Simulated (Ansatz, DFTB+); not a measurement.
## hcp Re: properties by level of theory

Reference values: lattice constant a 2.761 Å (measured, 293 K, no zero-point or thermal correction; as tabulated in Wikipedia's data pages); lattice parameter c 4.458 Å (measured, 293 K, not corrected to a static lattice; as tabulated in Wikipedia's data pages).

| level (code) | equilibrium lattice constant a (Å) | lattice parameter c (Å) |
|---|---|---|
| GFN1-xTB as cut by DFTB+ | 2.912 | 4.692 |
| LDA (Ansatz) | 2.738 | 4.416 |
| PBE+SOC (Ansatz) | (withheld) | (withheld) |
| PBEsol (Ansatz) | (withheld) | 4.442 |
| PBEsol+SOC (Ansatz) | 2.753 | 4.440 |
| r²SCAN (Ansatz) | 2.758 | 4.461 |

Question: Complete the blanks.

Answer: 
- PBE+SOC (Ansatz, an electronic-structure program), equilibrium lattice constant a (Å): 2.778
- PBE+SOC (Ansatz), lattice parameter c (Å): 4.482
- PBEsol (Ansatz), equilibrium lattice constant a (Å): 2.751

Differences from the reference values (errors of the level alone only where the reference is corrected to a static lattice):

| level | lattice constant a (%) | lattice parameter c (%) |
|---|---|---|
| GFN1-xTB as cut by DFTB+ | +5.47 | +5.25 |
| LDA | -0.83 | -0.94 |
| PBE+SOC | +0.62 | +0.54 |
| PBEsol | -0.36 | -0.36 |
| PBEsol+SOC | -0.29 | -0.40 |
| r²SCAN | -0.11 | +0.07 |

Nearest: lattice constant a, not ranked (reference at room or unstated temperature); lattice parameter c, not ranked (reference at room or unstated temperature).

Caveats: codes differ in how they cut the long-range tail of xTB's charge interaction in a crystal, so the value belongs to this code (GFN1-xTB as cut by DFTB+); the method was fitted mainly to molecules (GFN1-xTB as cut by DFTB+). Ansatz's density-functional and Hartree–Fock values are scalar-relativistic unless marked +SOC, with PAW data made under PBE.

Differences are worked out from the printed values.

Static lattice: no zero-point or thermal effects.
